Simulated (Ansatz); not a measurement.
# CF₃+ (singlet): from Hartree-Fock to the top rungs, cc-pVDZ

One table from this session's results is given with a row withheld; the runs are named, their logs left out.

The runs use Ansatz 0.2.0, Gaussian basis; cc-pVDZ, core rule «outside noble gas», up to 4 orbitals frozen.

To be run: UHF; CCSD(T) on RHF; BCCD(T) on RHF; CISD; CCSDT(Q) on RHF; CASSCF and NEVPT2, 18 electrons in 13 orbitals.

5 further runs of the same task are left out: 1 that didn't finish, 4 set aside as unsound or not needed.

### What is computed

The geometry is a PBE0/def2-TZVP stationary point (not a proven minimum) of the parent state, kept for this charge and spin.

4 atoms, charge 1, spin multiplicity 1.

Atoms are counted from 1 here; the program's logs count them from 0.

Bond lengths: C1–F2 1.313 Å, C1–F3 1.313 Å, C1–F4 1.313 Å. Angles: F2–C1–F3 111.4°, F2–C1–F4 111.4°, F3–C1–F4 111.4°.

Set-up of the first run:

File in.yaml:

```yaml
crystal:
  periodic: [false, false, false]
  atoms:
    - {symbol: C, position_ang: [0.000956, -0.000411, -0.325451]}
    - {symbol: F, position_ang: [1.251942, 0.013220, 0.072244]}
    - {symbol: F, position_ang: [-0.637643, 1.077912, 0.065349]}
    - {symbol: F, position_ang: [-0.614904, -1.090872, 0.068155]}
basis:
  gaussian: {orbitals: cc-pVDZ}
total_charge: 1
magnetization: {spin_polarized: true, initial_magnetization: 0}
hamiltonian: {xc: hf}
output: {orbitals: {seedname: orbitals}}
```

Run with:

```sh
$ ansatz run in.yaml --threads 1 --pin off --events-out ev --progress --plain --max-ram 4096MiB --backend cpu
```

Steps of the session up to this table: UHF; CCSD(T) on RHF; BCCD(T) on RHF; CISD; CCSDT(Q) on RHF; CASSCF and NEVPT2, 18 electrons in 13 orbitals.

One of the session's tables, all rows but one given; the rest of the session is left out.

| method | from RCCSDT(Q) (meV) |
| --- | --- |
| RHF | +19724.7 |
| RMP2 | +722.9 |
| CISD | +2825.0 |
| RCCSD | +634.1 |
| RCCSD(T) | ? |
| BCCD(T) | +63.2 |
| RCCSDT | +57.1 |
| RCCSDT(Q) | 0 |
| CASSCF valence | +14932.9 |
| NEVPT2 valence | +1437.4 |

Q: Estimate the row for RCCSD(T) from the others.

**Answer.** from RCCSDT(Q) (meV): +83.8. In the column «from RCCSDT(Q) (meV)» it lies between BCCD(T) (+63.2) and RCCSD (+634.1).
